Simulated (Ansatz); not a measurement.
# AlH2+ (triplet): wave-function methods side by side at angle H2–Al1–H3 = 70.5°, aug-cc-pVTZ

How much of the correlation energy of AlH2+ (triplet) does each wave-function method recover here?

Method: aug-cc-pVTZ, core rule «outside noble gas», up to 5 orbitals frozen; program: Ansatz 0.2.0, Gaussian basis.

To be run: UHF; CCSD(T) on ROHF; CCSD(T) on UHF; BCCD(T) on ROHF; CCSDT(Q) on ROHF; CCSDT(Q) on UHF; CASSCF and NEVPT2, 4 electrons in 6 orbitals; Full CI.

14 further runs of the same task are left out: 9 that didn't finish, 5 set aside as unsound or not needed.

## Step 1: The system

The geometry derives from a PBE0/def2-TZVP stationary point (not a proven minimum). One angle is set to the value named; bond lengths are kept.

3 atoms, charge 1, spin multiplicity 3.

Atoms are counted from 1 here; the program's logs count them from 0.

Bond lengths: Al1–H2 1.722 Å, Al1–H3 1.722 Å. Angles: H2–Al1–H3 70.5°.

In the tables R marks a restricted open-shell determinant and U an unrestricted one; 'valence' is the active space of 4 electrons in 6 orbitals; energies count from the table's Hartree-Fock row.

## Step 2: UHF

The input, in.yaml:

```yaml
crystal:
  periodic: [false, false, false]
  atoms:
    - {symbol: Al, position_ang: [0.000000, 0.000000, -0.097774]}
    - {symbol: H, position_ang: [0.000000, 0.993964, 1.308653]}
    - {symbol: H, position_ang: [0.000000, -0.993964, 1.308653]}
basis:
  gaussian: {orbitals: aug-cc-pVTZ}
total_charge: 1
magnetization: {spin_polarized: true, initial_magnetization: 2}
hamiltonian: {xc: hf}
output: {orbitals: {seedname: orbitals}}
```

Command:

```sh
ansatz run in.yaml --threads 1 --pin off --events-out ev --progress --plain --max-ram 2393MiB
```

Output:

```text
Functional definition: HF
  name "HF"
  cite "Fock, Z. Phys. 61, 126 (1930) doi:10.1007/BF01340294"
  parent pbe
  exchange = exact_x
  correlation = 0
542 factors; their error is unknown
mean field evaluation 1: about -6603.3528 eV, gradient 6.5e0 eV
mean field evaluation 2: about -6603.8959 eV, gradient 2.5e0 eV
mean field evaluation 4: about -6604.0310 eV, gradient 1.6e-1 eV
mean field evaluation 8: about -6604.1235 eV, gradient 1.8e-4 eV
mean field -6604.12350597 eV, -242.6970624088 hartree, gradient 2.4e-5 eV, S^2 2.042617; 0 other end points of the search recorded, 0 dependent functions left out
reference -6604.12350597 eV, -242.6970624088 hartree; 8, 6 occupied and 88, 90 virtual orbitals, 542 factors
Total energy: -6604.12350597 eV, -242.6970624088 hartree
```

Run time: 0.43 s. Hardware: 1 thread of Arm Neoverse V2, shared host.

From the report: ⟨S²⟩ of the determinant 2.043 (pure triplet: 2.00).

## Step 3: CCSD(T) on ROHF

in.yaml, as its differences from that of step 2:

```diff
@@ -9,4 +9,3 @@
 total_charge: 1
-magnetization: {spin_polarized: true, initial_magnetization: 2}
-hamiltonian: {xc: hf}
-output: {orbitals: {seedname: orbitals}}
+magnetization: {spin_polarized: false, initial_magnetization: 2}
+correlation: {method: ccsd_t, electrons: outside_noble_gas}
```

The command is unchanged.

Output, shortened:

```text
Functional definition: HF
  name "HF"
  cite "Fock, Z. Phys. 61, 126 (1930) doi:10.1007/BF01340294"
  parent pbe
[...]
548 factors; integrals over basis functions are off by at most 1.1e-3 eV
[...]
mean field -6603.80462437 eV, -242.6853437260 hartree, gradient 1.3e-6 eV, S^2 2.000000; 2 other end points of the search recorded, 0 dependent functions left out
[...]
5 core orbitals not correlated: weight in the atoms' cores, before any rotation towards them, 1.000 or more for the frozen orbitals, at most 0.000 for the correlated occupied ones
reference -6603.80462437 eV, -242.6853437260 hartree; 3, 1 occupied and 88, 90 virtual orbitals, 548 factors
second order -1.31357814 eV of doubles, -0.17193015 eV of singles
cycle   1  -1.74385367 eV  change   -2.5e-1 eV  update   5.0e-2
[...]
cycle  10  -1.89507053 eV  change   -2.1e-6 eV  update   1.6e-6
perturbative correction -0.04211569 eV, -0.0015477232 hartree
Total energy: -6605.74181059 eV, -242.7565340066 hartree
```

It took 3.1 s on 1 thread of Arm Neoverse V2, shared host; peak memory 0.38 GiB.

From the report: correlation -1.9372 eV; T1 0.036; largest double amplitude 0.09.

## Step 4: CCSD(T) on UHF

in.yaml, as its differences from that of step 3:

```diff
@@ -9,3 +9,3 @@
 total_charge: 1
-magnetization: {spin_polarized: false, initial_magnetization: 2}
+magnetization: {spin_polarized: true, initial_magnetization: 2}
 correlation: {method: ccsd_t, electrons: outside_noble_gas}
```

Launched as before.

Output, shortened:

```text
Functional definition: HF
  name "HF"
  cite "Fock, Z. Phys. 61, 126 (1930) doi:10.1007/BF01340294"
  parent pbe
[...]
548 factors; integrals over basis functions are off by at most 1.1e-3 eV
[...]
mean field -6604.12367022 eV, -242.6970684448 hartree, gradient 2.0e-6 eV, S^2 2.042617; 0 other end points of the search recorded, 0 dependent functions left out
5 core orbitals not correlated: weight in the atoms' cores, before any rotation towards them, 1.000 or more for the frozen orbitals, at most 0.000 for the correlated occupied ones
reference -6604.12367022 eV, -242.6970684448 hartree; 3, 1 occupied and 88, 90 virtual orbitals, 548 factors
second order -1.13363410 eV of doubles, -0.00000000 eV of singles
cycle   1  -1.38288045 eV  change   -2.5e-1 eV  update   5.4e-2
[...]
cycle  11  -1.58505862 eV  change   -1.1e-6 eV  update   1.5e-6
perturbative correction -0.03446776 eV, -0.0012666668 hartree
Total energy: -6605.74319660 eV, -242.7565849416 hartree
```

It took 2.8 s on 1 thread of Arm Neoverse V2, shared host; peak memory 0.38 GiB.

From the report: ⟨S²⟩ of the determinant 2.043 (pure triplet: 2.00); correlation -1.6195 eV; T1 0.026; largest double amplitude 0.09.

## Step 5: BCCD(T) on ROHF

in.yaml, as its differences from that of step 4:

```diff
@@ -9,3 +9,3 @@
 total_charge: 1
-magnetization: {spin_polarized: true, initial_magnetization: 2}
-correlation: {method: ccsd_t, electrons: outside_noble_gas}
+magnetization: {spin_polarized: false, initial_magnetization: 2}
+correlation: {method: bccd_t, electrons: outside_noble_gas}
```

Launched as before.

Output, shortened:

```text
Functional definition: HF
  name "HF"
  cite "Fock, Z. Phys. 61, 126 (1930) doi:10.1007/BF01340294"
  parent pbe
[...]
548 factors; integrals over basis functions are off by at most 1.1e-3 eV
[...]
mean field -6603.80462437 eV, -242.6853437260 hartree, gradient 1.3e-6 eV, S^2 2.000000; 2 other end points of the search recorded, 0 dependent functions left out
[...]
5 core orbitals not correlated: weight in the atoms' cores, before any rotation towards them, 1.000 or more for the frozen orbitals, at most 0.000 for the correlated occupied ones
reference -6603.80462437 eV, -242.6853437260 hartree; 3, 1 occupied and 88, 90 virtual orbitals, 548 factors
second order -1.31357814 eV of doubles, -0.17193015 eV of singles
cycle   1  -1.76032427 eV  change   -2.7e-1 eV  update   5.0e-2
[...]
cycle  10  -1.89786193 eV  change   -6.0e-7 eV  update   2.0e-6
perturbative correction -0.03895010 eV, -0.0014313898 hartree
Total energy: -6605.74143639 eV, -242.7565202551 hartree
```

Run time: 4.1 s. Hardware: 1 thread of Arm Neoverse V2, shared host; peak memory 0.49 GiB.

From the report: correlation -1.9368 eV; largest double amplitude 0.09.

## Step 6: CCSDT(Q) on ROHF

in.yaml, as its differences from that of step 5:

```diff
@@ -10,2 +10,2 @@
 magnetization: {spin_polarized: false, initial_magnetization: 2}
-correlation: {method: bccd_t, electrons: outside_noble_gas}
+correlation: {method: ccsdt_q, electrons: outside_noble_gas}
```

The command is unchanged.

Output, shortened:

```text
Functional definition: HF
  name "HF"
  cite "Fock, Z. Phys. 61, 126 (1930) doi:10.1007/BF01340294"
  parent pbe
[...]
1127 factors; integrals over basis functions are off by at most 1.2e-7 eV
[...]
mean field -6603.80462679 eV, -242.6853438148 hartree, gradient 1.5e-6 eV, S^2 2.000000; 2 other end points of the search recorded, 0 dependent functions left out
[...]
5 core orbitals not correlated: weight in the atoms' cores, before any rotation towards them, 1.000 or more for the frozen orbitals, at most 0.000 for the correlated occupied ones
reference -6603.80462679 eV, -242.6853438148 hartree; 3, 1 occupied and 88, 90 virtual orbitals, 1127 factors
second order -1.31358535 eV of doubles, -0.17193027 eV of singles
cycle   1  -1.74384777 eV  change   -2.5e-1 eV  update   5.3e-2
[...]
cycle  13  -1.95015916 eV  change    2.2e-7 eV  update   3.9e-7
perturbative correction -0.00048718 eV, -0.0000179034 hartree
Total energy: -6605.75527312 eV, -242.7570287454 hartree
```

Wall time 81 s (1 thread of Arm Neoverse V2, shared host); peak memory 1.3 GiB.

From the report: correlation -1.9506 eV; T1 0.036; largest double amplitude 0.10.

## Step 7: CCSDT(Q) on UHF

in.yaml, as its differences from that of step 6:

```diff
@@ -9,3 +9,3 @@
 total_charge: 1
-magnetization: {spin_polarized: false, initial_magnetization: 2}
+magnetization: {spin_polarized: true, initial_magnetization: 2}
 correlation: {method: ccsdt_q, electrons: outside_noble_gas}
```

Same command.

Output:

```text
Functional definition: HF
  name "HF"
  cite "Fock, Z. Phys. 61, 126 (1930) doi:10.1007/BF01340294"
  parent pbe
  exchange = exact_x
  correlation = 0
1127 factors; integrals over basis functions are off by at most 1.2e-7 eV
mean field evaluation 1: about -6603.4427 eV, gradient 6.5e0 eV
mean field evaluation 2: about -6603.4452 eV, gradient 6.5e0 eV
mean field evaluation 4: about -6604.1071 eV, gradient 8.5e-1 eV
mean field evaluation 8: about -6604.1237 eV, gradient 6.2e-4 eV
mean field evaluation 16: about -6604.1237 eV, gradient 2.1e-6 eV
mean field -6604.12367290 eV, -242.6970685431 hartree, gradient 2.1e-6 eV, S^2 2.042617; 0 other end points of the search recorded, 0 dependent functions left out
5 core orbitals not correlated: weight in the atoms' cores, before any rotation towards them, 1.000 or more for the frozen orbitals, at most 0.000 for the correlated occupied ones
reference -6604.12367290 eV, -242.6970685431 hartree; 3, 1 occupied and 88, 90 virtual orbitals, 1127 factors
second order -1.13364016 eV of doubles, -0.00000000 eV of singles
cycle   1  -1.38287481 eV  change   -2.5e-1 eV  update   5.6e-2
cycle   2  -1.61172689 eV  change   -2.3e-1 eV  update   3.2e-2
cycle   3  -1.62430288 eV  change   -1.3e-2 eV  update   9.6e-3
cycle   4  -1.63137094 eV  change   -7.1e-3 eV  update   3.6e-3
cycle   5  -1.63295790 eV  change   -1.6e-3 eV  update   1.4e-3
cycle   6  -1.63231640 eV  change    6.4e-4 eV  update   4.6e-4
cycle   7  -1.63265543 eV  change   -3.4e-4 eV  update   2.1e-4
cycle   8  -1.63268332 eV  change   -2.8e-5 eV  update   6.9e-5
cycle   9  -1.63262235 eV  change    6.1e-5 eV  update   2.3e-5
cycle  10  -1.63263260 eV  change   -1.0e-5 eV  update   8.2e-6
cycle  11  -1.63263132 eV  change    1.3e-6 eV  update   3.1e-6
cycle  12  -1.63263196 eV  change   -6.3e-7 eV  update   1.2e-6
cycle  13  -1.63263122 eV  change    7.4e-7 eV  update   5.1e-7
cycle  14  -1.63263125 eV  change   -3.1e-8 eV  update   1.9e-7
perturbative correction -0.00041090 eV, -0.0000151004 hartree
Total energy: -6605.75671505 eV, -242.7570817353 hartree
```

Wall time 85 s (1 thread of Arm Neoverse V2, shared host); peak memory 1.2 GiB.

From the report: ⟨S²⟩ of the determinant 2.043 (pure triplet: 2.00); correlation -1.6330 eV; T1 0.027; largest double amplitude 0.10.

## Step 8: CASSCF and NEVPT2, 4 electrons in 6 orbitals

in.yaml, as its differences from that of step 7:

```diff
@@ -9,3 +9,3 @@
 total_charge: 1
-magnetization: {spin_polarized: true, initial_magnetization: 2}
-correlation: {method: ccsdt_q, electrons: outside_noble_gas}
+magnetization: {spin_polarized: false, initial_magnetization: 2}
+correlation: {method: sc_nevpt2, electrons: outside_noble_gas, active_space: {window: {electrons: 4, orbitals: 6}, shells: [{species: Al, l: s, shell: 3}, {species: Al, l: p, shell: 3}, {species: H, l: s, shell: 1}]}}
```

Launched as before.

Output:

```text
Functional definition: HF
  name "HF"
  cite "Fock, Z. Phys. 61, 126 (1930) doi:10.1007/BF01340294"
  parent pbe
  exchange = exact_x
  correlation = 0
1127 factors; integrals over basis functions are off by at most 1.2e-7 eV
mean field evaluation 1: about -6603.4291 eV, gradient 5.4e0 eV
mean field evaluation 2: about -6603.4315 eV, gradient 5.4e0 eV
mean field evaluation 4: about -6603.7954 eV, gradient 5.1e-1 eV
mean field evaluation 8: about -6603.8046 eV, gradient 7.5e-3 eV
mean field evaluation 16: about -6603.7929 eV, gradient 3.5e-1 eV
mean field -6603.80462679 eV, -242.6853438148 hartree, gradient 1.5e-6 eV, S^2 2.000000; 2 other end points of the search recorded, 0 dependent functions left out
reference -6603.80462679 eV, -242.6853438148 hartree; 8, 6 occupied and 88, 90 virtual orbitals, 1127 factors
state -6604.89497685 eV, -242.7254134408 hartree
state -6604.89497685 eV, -242.7254134408 hartree; corrected -6605.51693387 eV, -242.7482699394 hartree
Total energy: -6605.51693387 eV, -242.7482699394 hartree
Checks for a lower state left out: starts, orbital_swaps
```

Run time: 3 s. Hardware: 1 thread of Arm Neoverse V2, shared host.

From the report: 60 determinants; active occupations 1.94, 1.01, 0.99, 0.03, 0.03, 0.02.

## Step 9: Full CI

The input, in.yaml:

```yaml
crystal:
  periodic: [false, false, false]
  atoms:
    - {symbol: Al, position_ang: [0.000000, 0.000000, -0.097774]}
    - {symbol: H, position_ang: [0.000000, 0.993964, 1.308653]}
    - {symbol: H, position_ang: [0.000000, -0.993964, 1.308653]}
basis:
  gaussian: {orbitals: aug-cc-pVTZ}
total_charge: 1
magnetization: {spin_polarized: false, initial_magnetization: 2}
correlation: {method: fci, electrons: outside_noble_gas}
```

Same command.

Output:

```text
Functional definition: HF
  name "HF"
  cite "Fock, Z. Phys. 61, 126 (1930) doi:10.1007/BF01340294"
  parent pbe
  exchange = exact_x
  correlation = 0
1127 factors; integrals over basis functions are off by at most 1.2e-7 eV
mean field evaluation 1: about -6603.4291 eV, gradient 5.4e0 eV
mean field evaluation 2: about -6603.4315 eV, gradient 5.4e0 eV
mean field evaluation 4: about -6603.7954 eV, gradient 5.1e-1 eV
mean field evaluation 8: about -6603.8046 eV, gradient 7.5e-3 eV
mean field evaluation 16: about -6603.7929 eV, gradient 3.5e-1 eV
mean field -6603.80462679 eV, -242.6853438148 hartree, gradient 1.5e-6 eV, S^2 2.000000; 2 other end points of the search recorded, 0 dependent functions left out
5 core orbitals not correlated: weight in the atoms' cores, before any rotation towards them, 1.000 or more for the frozen orbitals, at most 0.000 for the correlated occupied ones
reference -6603.80462679 eV, -242.6853438148 hartree; 3, 1 occupied and 88, 90 virtual orbitals, 1127 factors
state -6605.75537116 eV, -242.7570323483 hartree
Total energy: -6605.75537116 eV, -242.7570323483 hartree
```

Wall time 60 s (1 thread of Arm Neoverse V2, shared host); peak memory 0.77 GiB.

From the report: 4,238,676 determinants, symmetry B2.

## Step 10: Natural occupations

Natural occupations of the FCI state about the gap (report; correlated orbitals 1 to 10): 1.922, 1.000, 0.982, 0.026, 0.023, 0.015, 0.009, 0.004, 0.004, 0.003. The count of effectively unpaired electrons, Σ n²(2 − n)², is 2.03; a single determinant of this spin has 2.

## Step 11: All levels against the top one

The yardstick is full CI for this spin, exact in this basis with these frozen cores. Rows without a time come out of other runs: HF, MP2 and CCSD of CCSD(T), CCSDT of CCSDT(Q), CASSCF and MRCISD of the multireference runs.

Differences are taken before rounding.

```
        method  energy from the lowest RHF (kcal/mol)  from FCI (kcal/mol)   time
           RHF                                   0.00               +44.99       
           UHF                                  -7.36               +37.63       
          RMP2                                 -34.26               +10.73       
          UMP2                                 -33.50               +11.49       
         RCCSD                                 -43.70                +1.28       
         UCCSD                                 -43.91                +1.08       
      RCCSD(T)                                 -44.67                +0.31  3.1 s
      UCCSD(T)                                 -44.70                +0.28  2.8 s
       BCCD(T)                                 -44.66                +0.32  4.1 s
        RCCSDT                                 -44.97                +0.01       
        UCCSDT                                 -45.01                -0.02       
     RCCSDT(Q)                                 -44.98                 0.00   81 s
     UCCSDT(Q)                                 -45.02                -0.03   85 s
CASSCF valence                                 -25.14               +19.84       
NEVPT2 valence                                 -39.49                +5.50    3 s
           FCI                                 -44.99                    0   60 s
```

Among the levels timed on like hardware and quicker than the yardstick, those that no quicker one beats, quickest first: UCCSD(T) (2.8 s, +0.28 kcal/mol).

## Step 12: Results

| quantity | value |
| --- | --- |
| FCI below the RHF energy | -1.9507 eV |
| RMP2 from FCI | +10.73 kcal/mol |
| UMP2 from FCI | +11.49 kcal/mol |
| RCCSD from FCI | +1.28 kcal/mol |
| RCCSD(T) from FCI | +0.31 kcal/mol |
| UCCSD(T) from FCI | +0.28 kcal/mol |
| RCCSDT(Q) from FCI | 0.00 kcal/mol |
| UCCSDT(Q) from FCI | -0.03 kcal/mol |
| NEVPT2 valence from FCI | +5.50 kcal/mol |
| levels within 1 kcal/mol (43 meV) | RCCSD(T), UCCSD(T), BCCD(T), RCCSDT, UCCSDT, RCCSDT(Q), UCCSDT(Q) |
| T1 diagnostic | 0.036 |
| effectively unpaired electrons | 2.03 |

What this shows: RCCSD(T) lands +0.31 kcal/mol from the yardstick (0.7 % of the correlation energy). One determinant dominates. These misses are within one basis, not against nature; the frozen cores of restricted and unrestricted runs differ, which can shift their rows.

For cost: UCCSD(T) gets within 0.28 kcal/mol in 2.8 s, where FCI took 60 s.
